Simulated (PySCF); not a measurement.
# From orbital energies to excitation energies

Species: BH5SSi.
SMILES with atom numbers: `[BH2:1][S:2][SiH3:3]` (hydrogens: H4, H5 on B1; H6, H7, H8 on Si3)

Method: TDDFT wB97X-D/def2-SVPD, vertical, gas phase, core orbitals frozen in the response in PySCF 2.14.0, density-fitted response routines. One conformer (not necessarily the lowest) at the PBE0-D3(BJ)/def2-SVP geometry, without solvent, vibrations or thermal averaging.

Orbital energies (eV): HOMO-3 -12.46, HOMO-2 -11.46, HOMO-1 -10.52, HOMO -10.07, LUMO 0.30, LUMO+1 1.47, LUMO+2 1.88.

Computed singlets:

| state | E (eV) | f |
| --- | --- | --- |
| S1 | 5.64 | 0.0000 |
| S2 | 5.95 | 0.124 |
| S3 | 6.61 | 0.0009 |
| S4 | 6.92 | 0.026 |
| S5 | 7.72 | 0.140 |
| S6 | 7.75 | 0.0036 |
| S7 | 7.88 | 0.0007 |
| S8 | 8.28 | 0.0035 |
| S9 | 8.35 | 0.015 |
| S10 | 8.43 | 0.020 |

Q: Assign a leading configuration to S1, S2, S3, S4, S5, S6 and S9 and set E beside the orbital difference Δε.

A: 

```csv
state,leading configuration,weight,Δε (eV),E (eV),E − Δε (eV),f,other configurations
S1,HOMO-1→LUMO,0.96,10.81,5.64,-5.17,0.0000,–
S2,HOMO→LUMO,0.96,10.36,5.95,-4.41,0.124,–
S3,HOMO-2→LUMO,0.76,11.76,6.61,-5.15,0.0009,H-4→L (13%)
S4,HOMO→LUMO+1,0.86,11.54,6.92,-4.62,0.026,–
S5,HOMO-1→LUMO+1,0.86,11.99,7.72,-4.27,0.140,–
S6,HOMO→LUMO+2,0.64,11.94,7.75,-4.19,0.0036,H→L+3 (26%)
S9,HOMO-2→LUMO+1,0.76,12.93,8.35,-4.58,0.015,–
```

E − Δε runs from -5.17 to -4.19 eV. By orbital difference alone the order would be S2, S1, S4, S3, S6, S5, S9.

H and L stand for HOMO and LUMO. The other states: S7 7.88 eV, f 0.0007, H-5→L (54%), H-4→L (38%); S8 8.28 eV, f 0.0035, H→L+3 (33%), H→L+2 (22%), H→L+4 (20%); S10 8.43 eV, f 0.020, H-1→L+2 (56%), H-1→L+3 (18%).

Q: Which computed triplets share their leading configuration (75% or more) with a singlet, and how far apart are the partners?

A: 

| configuration | triplet | E(T) (eV) | singlet | E(S) (eV) | E(S) − E(T) (eV) |
| --- | --- | --- | --- | --- | --- |
| HOMO→LUMO | T1 | 4.70 | S2 | 5.95 | +1.25 |
| HOMO-1→LUMO | T2 | 5.24 | S1 | 5.64 | +0.40 |
| HOMO→LUMO+1 | T4 | 6.58 | S4 | 6.92 | +0.34 |

The 4 triplets are Tamm–Dancoff values, the singlets full response.

Summed over the main configurations (up to three a state, each over 8%) of all 10 singlets, the electron leaves HOMO with weight 3.46, HOMO-1 with weight 2.56, HOMO-2 with weight 1.52 and HOMO-5 with weight 0.54.

The vertical ionisation energy (ΔSCF) is 10.45 eV, 2.02 eV above S10.

The run took 19 s on one thread of an Arm Neoverse V1 (shared host).
